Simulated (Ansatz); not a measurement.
The input, for Ansatz 0.2.0:

```yaml
crystal:
  periodic: [false, false, false]
  atoms:
    - {symbol: Al, position_ang: [0.000000, 0.000000, 0.399646]}
    - {symbol: Al, position_ang: [0.000000, 0.000000, -2.277292]}
    - {symbol: H, position_ang: [0.000000, 0.000000, 1.877646]}
basis:
  gaussian: {orbitals: STO-3G, fitting: {mean_field: def2-universal-jkfit}}
magnetization: {spin_polarized: false, initial_magnetization: 5}
correlation: {method: fic_mrcisd_q, electrons: valence, active_space: {window: {electrons: 3, orbitals: 3}}}
```

```sh
$ ansatz run in.yaml --threads 1 --pin off --events-out ev --progress --plain --max-ram 2393MiB
```

Task: One thing in this input was set wrong on purpose, beside settings that are merely unusual. What is the gravest fault, and what does the program do?

Result: Far too many unpaired electrons. How the run ends: stopped by an error.
```
274 factors; integrals over basis functions are off by at most 7.0e-3 eV
mean field evaluation 1: about -13007.5164 eV, gradient 7.3e0 eV
mean field evaluation 2: about -13009.1301 eV, gradient 5.0e0 eV
mean field evaluation 4: about -13009.7500 eV, gradient 7.5e-1 eV
mean field evaluation 8: about -12997.0339 eV, gradient 1.5e1 eV
mean field evaluation 16: about -13007.6662 eV, gradient 5.0e0 eV
mean field evaluation 32: about -13009.7589 eV, gradient 1.5e-6 eV
mean field evaluation 64: about -13007.7644 eV, gradient 1.8e0 eV
mean field -13009.75892203 eV, -478.0998220534 hartree, gradient 1.8e-6 eV, S^2 8.750000; 10 other end points of the search recorded, 0 dependent functions left out
reference -13009.75892203 eV, -478.0998220534 hartree; 16, 11 occupied and 3, 8 virtual orbitals, 274 factors
Error: 3 electrons in 3 orbitals form no window around the highest filled level of the reference
```
